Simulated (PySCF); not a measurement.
A thermochemical cycle for LiH

PBE0 in PySCF with def2-TZVP on every atom, for the lowest determinant that a PBE0 search found; no spin–orbit coupling. LiH, a singlet (closed shell), has De = 2.24 eV to neutral atoms, and LiH⁺, a doublet (σ ↑), has De = 0.09 eV to Li⁺ + H.

At the same level the Li atom ionises at 5.57 eV.

Question: What is the adiabatic ionisation energy of the molecule, and does ionisation strengthen or weaken the bond?

Answer: IE = IE(Li) + De(neutral) − De(ion) = 5.57 + 2.24 − 0.09 = 7.72 eV. De changes by -2.15 eV, so ionisation weakens the bond.

Weak bonds: LiH⁺. Basis-set superposition, not corrected here, can be much of De in a small basis, most of all at correlated wavefunction levels. For an ion De counts to the pair picked by the measured ionisation energies or electron affinities, which need not be the lowest pair at this level. States were picked by a PBE0 search and need not be the measured ground states.
